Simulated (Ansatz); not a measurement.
The input, for Ansatz 0.2.0:

```yaml
crystal:
  periodic: [false, false, false]
  atoms:
    - {symbol: Al, position_ang: [0.000000, -0.160719, 0.000000]}
    - {symbol: H, position_ang: [0.000000, 2.151142, -2.444803]}
    - {symbol: H, position_ang: [0.000000, 2.151143, 2.444801]}
basis:
  gaussian: {orbitals: "6-31++G**"}
total_charge: -1
magnetization: {spin_polarized: true, initial_magnetization: 0}
hamiltonian: {xc: {name: r2SCAN}}
output: {forces: true}
```

```sh
$ ansatz run in.yaml --threads 1 --pin off --events-out ev --progress --plain --max-ram 2393MiB
```

The program prints:

```
353 factors; their error is unknown
mean field evaluation 1: about -6619.4818 eV, gradient 1.4e1 eV
mean field evaluation 2: about -6583.7575 eV, gradient 3.2e1 eV
mean field evaluation 4: about -6623.4608 eV, gradient 1.3e0 eV
mean field evaluation 8: about -6623.4665 eV, gradient 8.2e-2 eV
mean field evaluation 16: about -6623.4666 eV, gradient 1.2e-5 eV
mean field evaluation 32: about -6623.5436 eV, gradient 1.8e-5 eV
mean field evaluation 64: about -6622.8891 eV, gradient 3.7e-2 eV
mean field evaluation 96: about -6620.6105 eV, gradient 6.2e0 eV
mean field -6623.54357408 eV, -243.4107367483 hartree, gradient 1.6e-5 eV, S^2 0.513139; 15 other end points of the search recorded, 0 dependent functions left out
the calculation of the forces begins
reference -6623.54360750 eV, -243.4107379765 hartree; 8, 8 occupied and 27, 27 virtual orbitals, 353 factors
Total energy: -6623.54360750 eV, -243.4107379765 hartree
Atom 0 at     0.000000    -0.160719     0.000000 Å, force     0.000000     0.995740    -0.000000 eV/Å
Atom 1 at     0.000000     2.151142    -2.444803 Å, force    -0.000000    -0.497870     0.416147 eV/Å
Atom 2 at     0.000000     2.151143     2.444801 Å, force    -0.000000    -0.497870    -0.416146 eV/Å
Dipole moment:    -0.000000    -1.850434     0.000000 e Å
```

Forces (eV/Å):
```
Al   0.000  0.996  0.000
H    0.000 -0.498  0.416
H    0.000 -0.498 -0.416
```

Ran on 1 thread of Arm Neoverse V1, shared host: 8 s wall, 0.23 GiB peak host memory.
